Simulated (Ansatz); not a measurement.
Mulliken charges of C3H4N2O (`C/N=C(/O)C#N`) from r2SCAN/def2-TZVPP in Ansatz (PBE0-D4/def2-TZVP geometry).

```
atom   x (Å)   y (Å)   z (Å)  charge (e)
  C1  -0.333  -1.019   0.983      -0.008
  N2   0.693  -0.468   0.139      -0.251
  C3   0.474   0.514  -0.611       0.353
  O4   1.413   1.045  -1.405      -0.279
  C5  -0.792   1.207  -0.730      -0.197
  N6  -1.826   1.708  -0.772      -0.025
  H7  -0.463  -2.075   0.735       0.064
  H8  -1.302  -0.513   0.903       0.052
  H9   0.004  -0.975   2.021       0.064
 H10   2.216   0.525  -1.261       0.227
```

Problem. By hand: the dipole of these point charges (1 e Å = 4.8032 D).

Solution. Σ q r = (0.209, -0.368, 0.234) e Å, of length 0.484 e Å = 2.32 D.

Problem. How does the dipole of the full density compare? (Estimate.)

Solution. The calculation gave: (0.458, -0.408, 0.177) e Å, 3.07 D; the point charges give 0.76 times that, at 21° from its direction.

Point charges leave out the atoms' own dipoles, such as those of lone pairs, and Mulliken's split depends on the basis, so the two needn't agree.
